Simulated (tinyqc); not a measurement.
Ways to converge the cycle: SCF convergence aids in the sto-3g basis, for H2O, spin multiplicity 1. Computed by the program tinyqc with PySCF. RHF with one setting changed at a time; a run stops when the energy changes by less than 1e-09 hartree and the error matrix is below 1e-5. The start is random orbitals. Damping d keeps d of the old density; a shift (hartree) raises the virtual levels; DIIS n extrapolates F over n matrices.

Geometry (angstrom):
```
atom       x        y       z
O     0.0000   0.0000  0.0000
H     0.0000   0.8250  0.6910
H     0.0000  -0.8250  0.6910
```

lowest restricted solution found by these runs and by PySCF = -74.951564 hartree

Largest element of the error matrix X^T (FDS - SDF) X:
```
iteration    plain  damping 0.3  damping 0.6  shift 0.4   DIIS 3   DIIS 8
1          9.8e+00      9.8e+00      9.8e+00    9.8e+00  9.8e+00  9.8e+00
2          5.8e-01      2.8e+00      5.7e+00    5.6e-01  5.8e-01  5.8e-01
3          1.2e-01      8.7e-01      3.4e+00    2.6e-01  1.2e-01  1.2e-01
4          2.9e-02      2.7e-01      2.0e+00    9.0e-02  2.0e-02  2.0e-02
5          5.3e-03      8.1e-02      1.2e+00    4.2e-02  3.3e-03  3.3e-03
6          2.5e-03      2.4e-02      7.5e-01    2.0e-02  1.6e-03  1.5e-03
8          7.3e-04      5.7e-03      2.7e-01    9.4e-03  6.1e-05  2.3e-05
10         2.1e-04      1.6e-03      9.9e-02    4.3e-03  3.8e-06  5.4e-07
14         1.7e-05      3.3e-04      1.3e-02    9.0e-04        -        -
20               -      3.1e-05      1.3e-03    8.5e-05        -        -
30               -            -      1.7e-04          -        -        -
45               -            -      7.8e-06          -        -        -
```

How each run ends:
```
run          iterations  E (hartree)         state
plain                15    -74.95156  lowest found
damping 0.3          24    -74.95156  lowest found
damping 0.6          47    -74.95156  lowest found
shift 0.4            26    -74.95156  lowest found
DIIS 3               10    -74.95156  lowest found
DIIS 8               10    -74.95156  lowest found
```

What does the comparison show, and why?

6 of 6 runs reach the lowest restricted solution found, in 10 to 47 iterations (fastest: DIIS 3, DIIS 8). Plain steps already contract here, so damping only slows them. DIIS 3 and DIIS 8 gain by cancelling the error over several earlier matrices, much as a quasi-Newton step does.
